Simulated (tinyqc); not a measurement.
Worked calculation: UHF in the sto-3g basis, for LiH, spin multiplicity 3. One step of it, computed by the program tinyqc.

Problem. Iteration 3: building the Fock matrix. J_ij = sum D_kl (ij|kl) with D = D(alpha) + D(beta), K_ij = sum D_kl (ik|jl) for each spin; F = H + J - K(s); E = tr D H + tr D J / 2 - 0.5 sum_s tr D(s) K(s) + E_nn.

D(alpha) after iteration 2, lower triangle:
```
            1Li 1s     1Li 2s   1Li 2px    1Li 2py   1Li 2pz     2H 1s
1Li 1s    1.029534
1Li 2s   -0.093645   0.405610
1Li 2px   0.048315  -0.223066  0.194908
1Li 2py   0.098961  -0.364722  0.240062   0.349807
1Li 2pz   0.023401  -0.161225  0.196803   0.203933  0.226054
2H 1s    -0.099275   0.137406  0.105010  -0.025826  0.216252  0.501500
```

D(beta) after iteration 2, lower triangle:
```
            1Li 1s     1Li 2s    1Li 2px   1Li 2py   1Li 2pz     2H 1s
1Li 1s    0.985748
1Li 2s    0.026506   0.000713
1Li 2px  -0.000320  -0.000009   0.000000
1Li 2py   0.006136   0.000165  -0.000002  0.000038
1Li 2pz   0.002580   0.000069  -0.000001  0.000016  0.000007
2H 1s     0.003024   0.000081  -0.000001  0.000019  0.000008  0.000009
```

core Hamiltonian H = T + V (hartree), lower triangle:
```
            1Li 1s     1Li 2s    1Li 2px    1Li 2py    1Li 2pz      2H 1s
1Li 1s   -4.785433
1Li 2s   -1.076018  -1.418782
1Li 2px   0.000000   0.000000  -1.155782
1Li 2py   0.000000   0.000000   0.000000  -1.155782
1Li 2pz  -0.021126  -0.132466   0.000000   0.000000  -1.261877
2H 1s    -0.471937  -0.828200   0.000000   0.000000  -0.935880  -1.597414
```

Two-electron integrals (ij|kl) in chemists' order, unique and non-zero (hartree):
```
(11|11) 1.680395   (21|11) 0.265420   (21|21) 0.049941   (22|11) 0.397727
(22|21) 0.092860   (22|22) 0.290562   (31|31) 0.008981   (32|31) 0.013788
(32|32) 0.064184   (33|11) 0.396640   (33|21) 0.092880   (33|22) 0.290497
(33|33) 0.312946   (41|41) 0.008981   (42|41) 0.013788   (42|42) 0.064184
(43|43) 0.016869   (44|11) 0.396640   (44|21) 0.092880   (44|22) 0.290497
(44|33) 0.279207   (44|44) 0.312946   (51|51) 0.008981   (52|51) 0.013788
(52|52) 0.064184   (53|53) 0.016869   (54|54) 0.016869   (55|11) 0.396640
(55|21) 0.092880   (55|22) 0.290497   (55|33) 0.279207   (55|44) 0.279207
(55|55) 0.312946   (61|11) 0.111068   (61|21) 0.020954   (61|22) 0.039385
(61|33) 0.038922   (61|44) 0.038922   (61|51) 0.002481   (61|52) 0.004666
(61|55) 0.040330   (61|61) 0.009608   (62|11) 0.185407   (62|21) 0.043439
(62|22) 0.135742   (62|33) 0.129746   (62|44) 0.129746   (62|51) 0.007130
(62|52) 0.037279   (62|55) 0.147597   (62|61) 0.021453   (62|62) 0.095121
(63|31) 0.004176   (63|32) 0.017448   (63|53) 0.006304   (63|63) 0.008360
(64|41) 0.004176   (64|42) 0.017448   (64|54) 0.006304   (64|64) 0.008360
(65|11) 0.209809   (65|21) 0.049823   (65|22) 0.162104   (65|33) 0.151705
(65|44) 0.151705   (65|51) 0.011214   (65|52) 0.057025   (65|55) 0.182695
(65|61) 0.026010   (65|62) 0.126243   (65|65) 0.171648   (66|11) 0.376010
(66|21) 0.089796   (66|22) 0.300362   (66|33) 0.275607   (66|44) 0.275607
(66|51) 0.018985   (66|52) 0.110810   (66|55) 0.349283   (66|61) 0.047261
(66|62) 0.254351   (66|65) 0.353406   (66|66) 0.774606
```

nuclear repulsion = 1.13801551 hartree

Give: Coulomb J; exchange K(alpha); exchange K(beta); F(alpha); F(beta); total energy of this density.

Solution.

Coulomb J (hartree), lower triangle:
```
          1Li 1s   1Li 2s  1Li 2px  1Li 2py  1Li 2pz   2H 1s
1Li 1s    4.1271
1Li 2s    0.7120   1.3815
1Li 2px  -0.0044  -0.0236   1.3587
1Li 2py  -0.0084  -0.0448   0.0081   1.3639
1Li 2pz   0.0119   0.0696   0.0080   0.0066   1.4148
2H 1s     0.3050   0.7196  -0.0031  -0.0097   0.8693  1.6643
```

exchange K(alpha) (hartree), lower triangle:
```
         1Li 1s   1Li 2s  1Li 2px  1Li 2py  1Li 2pz   2H 1s
1Li 1s   1.6971
1Li 2s   0.2838   0.2939
1Li 2px  0.0003  -0.0585   0.1143
1Li 2py  0.0001  -0.1226   0.0711   0.1602
1Li 2pz  0.0029   0.0746   0.0749   0.0563   0.2912
2H 1s    0.1237   0.2825   0.0302  -0.0245   0.3475  0.6502
```

exchange K(beta) (hartree), lower triangle:
```
          1Li 1s  1Li 2s  1Li 2px  1Li 2py  1Li 2pz   2H 1s
1Li 1s    1.6712
1Li 2s    0.2742  0.0546
1Li 2px  -0.0001  0.0000   0.0097
1Li 2py   0.0025  0.0007   0.0000   0.0097
1Li 2pz   0.0017  0.0005   0.0000   0.0000   0.0097
2H 1s     0.1167  0.0235   0.0000   0.0003   0.0031  0.0112
```

F(alpha) (hartree), lower triangle:
```
          1Li 1s   1Li 2s  1Li 2px  1Li 2py  1Li 2pz    2H 1s
1Li 1s   -2.3554
1Li 2s   -0.6478  -0.3311
1Li 2px  -0.0047   0.0349   0.0886
1Li 2py  -0.0085   0.0778  -0.0630   0.0480
1Li 2pz  -0.0121  -0.1375  -0.0669  -0.0497  -0.1383
2H 1s    -0.2906  -0.3912  -0.0333   0.0148  -0.4141  -0.5833
```

F(beta) (hartree), lower triangle:
```
          1Li 1s   1Li 2s  1Li 2px  1Li 2py  1Li 2pz   2H 1s
1Li 1s   -2.3296
1Li 2s   -0.6382  -0.0919
1Li 2px  -0.0043  -0.0236   0.1933
1Li 2py  -0.0109  -0.0455   0.0081   0.1985
1Li 2pz  -0.0109  -0.0633   0.0080   0.0065   0.1432
2H 1s    -0.2837  -0.1321  -0.0031  -0.0100  -0.0696  0.0557
```

total energy of this density = -7.710044 hartree
